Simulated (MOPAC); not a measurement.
MOPAC input (AM1):

```
AM1 FORCE THERMO(298,298) PRECISE LET CHARGE=-1 GEO-OK AUX(PRECISION=9) THREADS=1
C2H6N

C     1.19307972 1   -0.44473702 1    0.00193802 1
C     0.11384380 1    0.50439341 1   -0.00141296 1
N    -1.27033373 1   -0.02391839 1   -0.00061511 1
H     1.61961290 1   -0.79884381 1    0.93165649 1
H     1.62084708 1   -0.80402180 1   -0.92521177 1
H     0.14920185 1    1.17667701 1   -0.91468209 1
H     0.14820777 1    1.18197810 1    0.90800006 1
H    -1.38005810 1   -0.62185784 1    0.79992007 1
H    -1.37922789 1   -0.62643490 1   -0.79781302 1
```

From the last part of the output:

```
     H    9   0.109853   0.893581   6.609337

          HEAT OF FORMATION =      28.843047 KCALS/MOLE

          ZERO POINT ENERGY      49.505 KCAL/MOL

           NORMAL COORDINATE ANALYSIS (Total motion = 1 Angstrom)

   Root No.       1         2         3         4         5         6         7         8

                 1 A"      2 A"      1 A'      2 A'      3 A"      4 A"      3 A'      5 A"

                 149.1     225.9     459.7     558.1     802.9    1025.5    1125.4    1205.9

           1   -0.0000   -0.0000    0.0343    0.0188   -0.0000   -0.0000   -0.0428   -0.0000
           2    0.0000    0.0000    0.0268    0.1023   -0.0000    0.0000   -0.0079    0.0000
           3    0.0042   -0.0171   -0.0000    0.0000   -0.0143   -0.0332    0.0000   -0.0448
           4    0.0000    0.0000    0.0361    0.0237   -0.0000    0.0000   -0.0000    0.0000
           5   -0.0000   -0.0000   -0.0506   -0.0276    0.0000   -0.0000   -0.0632   -0.0000
           6    0.0172    0.0301   -0.0000   -0.0000   -0.0332    0.0307   -0.0000    0.0415
           7   -0.0000   -0.0000   -0.0529   -0.0298   -0.0000   -0.0000    0.0834   -0.0000
           8    0.0000    0.0000   -0.0003   -0.0135    0.0000    0.0000    0.0805    0.0000
           9   -0.0115   -0.0325    0.0000    0.0000    0.0064    0.0064    0.0000   -0.0023
          10   -0.0102   -0.0356    0.0349    0.0292    0.1703    0.1354   -0.0673    0.1170
          11   -0.3281   -0.0650    0.2301   -0.2649   -0.0036    0.0075   -0.0146   -0.0197
          12   -0.0076   -0.0398    0.0024    0.0001    0.0988    0.0598   -0.0135    0.0351
          13    0.0102    0.0356    0.0349    0.0292   -0.1703   -0.1354   -0.0673   -0.1170
          14    0.3281    0.0650    0.2301   -0.2649    0.0036   -0.0075   -0.0146    0.0196
          15   -0.0076   -0.0398   -0.0024   -0.0001    0.0988    0.0598    0.0135    0.0352
          16    0.0292    0.0315    0.0354    0.0159    0.1324    0.0426   -0.0608   -0.2454
          17   -0.0121   -0.0339   -0.0496   -0.0433   -0.1153    0.1368   -0.1023   -0.0966
          18    0.0315    0.0626    0.0046    0.0048    0.1078   -0.0396    0.0132   -0.0207
          19   -0.0292   -0.0315    0.0353    0.0159   -0.1324   -0.0426   -0.0608    0.2454
          20    0.0121    0.0339   -0.0496   -0.0433    0.1153   -0.1368   -0.1023    0.0966
          21    0.0315    0.0626   -0.0046   -0.0048    0.1078   -0.0396   -0.0132   -0.0207
          22   -0.0669    0.2563   -0.1217   -0.0909   -0.0306    0.0922   -0.1958   -0.0375
          23    0.0515   -0.0868   -0.0363   -0.0430   -0.0543    0.1314   -0.0184   -0.0518
          24   -0.0715    0.1252   -0.0018   -0.0018    0.0321   -0.0496   -0.0295    0.0211
          25    0.0669   -0.2563   -0.1217   -0.0909    0.0306   -0.0922   -0.1957    0.0375
          26   -0.0515    0.0868   -0.0363   -0.0430    0.0543   -0.1314   -0.0184    0.0518
          27   -0.0715    0.1253    0.0018    0.0018    0.0321   -0.0496    0.0295    0.0211

   Root No.       9        10        11        12        13        14        15        16

                 4 A'      5 A'      6 A"      6 A'      7 A'      8 A'      9 A'      7 A"

                1230.4    1317.0    1327.6    1372.6    1413.8    1482.4    1747.6    2890.7

           1    0.0086   -0.0551    0.0000    0.0221   -0.0267   -0.1045   -0.0066    0.0000
           2   -0.0159    0.0054   -0.0000    0.0076    0.0014   -0.0026    0.0002   -0.0000
           3   -0.0000    0.0000    0.0076   -0.0000    0.0000    0.0000    0.0000    0.0007
           4    0.0121    0.0264   -0.0000   -0.0193   -0.0454    0.1220    0.0185   -0.0000
           5    0.0898    0.0050    0.0000   -0.0577   -0.0131   -0.0025    0.0027    0.0000
           6    0.0000   -0.0000   -0.0501   -0.0000    0.0000   -0.0000   -0.0000   -0.0527
           7    0.0246    0.0095    0.0000    0.0125    0.0145   -0.0184    0.0062   -0.0000
           8   -0.0500   -0.0180   -0.0000   -0.0015    0.0039    0.0017   -0.0491    0.0000
           9   -0.0000    0.0000    0.0414   -0.0000   -0.0000   -0.0000   -0.0000   -0.0006
          10    0.0341   -0.1100   -0.0268   -0.0195    0.2617    0.0798   -0.0035    0.0104
          11    0.0146    0.0093   -0.0112   -0.0025    0.0041    0.0007    0.0001   -0.0052
          12    0.0133   -0.0321   -0.0134   -0.0213    0.1619    0.0986    0.0009   -0.0170
          13    0.0341   -0.1100    0.0268   -0.0195    0.2617    0.0798   -0.0035   -0.0104
          14    0.0146    0.0093    0.0112   -0.0025    0.0041    0.0007    0.0001    0.0052
          15   -0.0133    0.0321   -0.0134    0.0213   -0.1619   -0.0986   -0.0009   -0.0170
          16   -0.0876    0.2580   -0.0776   -0.0438    0.1003   -0.1305   -0.0128   -0.1662
          17    0.0359    0.0896   -0.1621    0.3135    0.0355    0.0247   -0.0174    0.2183
          18   -0.0231    0.0512    0.0202   -0.2091    0.0346   -0.1064   -0.0018    0.3425
          19   -0.0876    0.2580    0.0776   -0.0438    0.1003   -0.1305   -0.0128    0.1662
          20    0.0359    0.0896    0.1621    0.3135    0.0355    0.0247   -0.0174   -0.2183
          21    0.0231   -0.0512    0.0202    0.2092   -0.0346    0.1064    0.0018    0.3425
          22   -0.2412   -0.0427    0.1341   -0.0401   -0.0332    0.0742   -0.0980    0.0038
          23   -0.1432   -0.0359    0.1918   -0.0021    0.0028   -0.0067    0.3408   -0.0054
          24   -0.0162   -0.0037   -0.0413   -0.0161   -0.0134    0.0306   -0.2559   -0.0118
          25   -0.2412   -0.0427   -0.1341   -0.0401   -0.0332    0.0742   -0.0980   -0.0038
          26   -0.1432   -0.0359   -0.1918   -0.0021    0.0028   -0.0067    0.3408    0.0054
          27    0.0162    0.0037   -0.0413    0.0161    0.0134   -0.0306    0.2560   -0.0118

   Root No.      17        18        19        20        21

                10 A'      8 A"     11 A'      9 A"     12 A'

                2961.6    3234.4    3278.9    3380.6    3438.7

           1    0.0029   -0.0000    0.0374    0.0000   -0.0001
           2   -0.0003    0.0000    0.0011   -0.0000    0.0002
           3    0.0000   -0.0598   -0.0000   -0.0005   -0.0000
           4    0.0230   -0.0000    0.0021    0.0000    0.0008
           5   -0.0286   -0.0000   -0.0001    0.0000   -0.0034
           6   -0.0000   -0.0045    0.0000   -0.0025    0.0000
           7   -0.0013    0.0000   -0.0003   -0.0000    0.0163
           8   -0.0036   -0.0000   -0.0005    0.0000   -0.0309
           9    0.0000    0.0004   -0.0000   -0.0508   -0.0000
          10    0.0054   -0.2470   -0.2289   -0.0023    0.0001
          11   -0.0029   -0.0065   -0.0055   -0.0001   -0.0001
          12   -0.0100    0.3710    0.4100    0.0030   -0.0006
          13    0.0054    0.2471   -0.2289    0.0023    0.0001
          14   -0.0029    0.0065   -0.0055    0.0001   -0.0001
          15    0.0100    0.3710   -0.4100    0.0030    0.0005
          16   -0.1542   -0.0080   -0.0033   -0.0038   -0.0021
          17    0.2064    0.0082    0.0035    0.0072    0.0018
          18    0.3780    0.0132    0.0083    0.0087    0.0056
          19   -0.1542    0.0080   -0.0033    0.0038   -0.0021
          20    0.2065   -0.0082    0.0035   -0.0072    0.0018
          21   -0.3780    0.0132   -0.0083    0.0087   -0.0056
          22    0.0031    0.0014   -0.0007   -0.1354   -0.1151
          23   -0.0060   -0.0020   -0.0002    0.2481    0.2319
          24   -0.0060   -0.0036    0.0003    0.3595    0.3969
          25    0.0031   -0.0013   -0.0007    0.1355   -0.1151
          26   -0.0060    0.0020   -0.0002   -0.2481    0.2320
          27    0.0060   -0.0036   -0.0003    0.3595   -0.3969

           MASS-WEIGHTED COORDINATE ANALYSIS (NORMAL COORDINATES)

   Root No.       1         2         3         4         5         6         7         8

                 1 A"      2 A"      1 A'      2 A'      3 A"      4 A"      3 A'      5 A"

                 149.1     225.9     459.7     558.1     802.9    1025.5    1125.4    1205.9

           1   -0.0000   -0.0000    0.2340    0.1135   -0.0000   -0.0000   -0.2415   -0.0000
           2    0.0000    0.0000    0.1830    0.6184   -0.0000    0.0000   -0.0447    0.0000
           3    0.0289   -0.1220   -0.0000    0.0000   -0.1134   -0.2784    0.0000   -0.3269
           4    0.0000    0.0000    0.2463    0.1431   -0.0000    0.0000   -0.0003    0.0000
           5   -0.0000   -0.0000   -0.3455   -0.1669    0.0000   -0.0000   -0.3568   -0.0000
           6    0.1191    0.2153   -0.0000   -0.0000   -0.2643    0.2575   -0.0000    0.3027
           7   -0.0000   -0.0000   -0.3902   -0.1947   -0.0000   -0.0000    0.5078   -0.0000
           8    0.0000    0.0000   -0.0026   -0.0881    0.0000    0.0000    0.4904    0.0000
           9   -0.0858   -0.2509    0.0000    0.0000    0.0547    0.0578    0.0000   -0.0178
          10   -0.0205   -0.0737    0.0690    0.0512    0.3923    0.3288   -0.1099    0.2471
          11   -0.6566   -0.1347    0.4552   -0.4638   -0.0082    0.0183   -0.0238   -0.0415
          12   -0.0153   -0.0824    0.0048    0.0002    0.2277    0.1451   -0.0220    0.0742
          13    0.0205    0.0737    0.0690    0.0512   -0.3923   -0.3288   -0.1099   -0.2471
          14    0.6566    0.1347    0.4552   -0.4639    0.0082   -0.0183   -0.0238    0.0415
          15   -0.0152   -0.0824   -0.0047   -0.0002    0.2277    0.1452    0.0220    0.0742
          16    0.0584    0.0653    0.0699    0.0279    0.3051    0.1034   -0.0993   -0.5182
          17   -0.0242   -0.0703   -0.0981   -0.0758   -0.2655    0.3323   -0.1672   -0.2041
          18    0.0630    0.1296    0.0092    0.0083    0.2483   -0.0962    0.0215   -0.0437
          19   -0.0584   -0.0653    0.0699    0.0279   -0.3051   -0.1034   -0.0993    0.5182
          20    0.0241    0.0703   -0.0981   -0.0758    0.2655   -0.3323   -0.1672    0.2041
          21    0.0630    0.1296   -0.0092   -0.0083    0.2484   -0.0962   -0.0215   -0.0437
          22   -0.1338    0.5310   -0.2407   -0.1591   -0.0705    0.2240   -0.3199   -0.0792
          23    0.1031   -0.1798   -0.0718   -0.0753   -0.1252    0.3192   -0.0300   -0.1095
          24   -0.1432    0.2594   -0.0036   -0.0031    0.0739   -0.1205   -0.0481    0.0445
          25    0.1338   -0.5309   -0.2407   -0.1591    0.0705   -0.2240   -0.3199    0.0792
          26   -0.1031    0.1797   -0.0718   -0.0753    0.1251   -0.3192   -0.0300    0.1095
          27   -0.1432    0.2595    0.0036    0.0031    0.0739   -0.1205    0.0482    0.0445

   Root No.       9        10        11        12        13        14        15        16

                 4 A'      5 A'      6 A"      6 A'      7 A'      8 A'      9 A'      7 A"
```

The dipole moment of an ion depends on the origin.
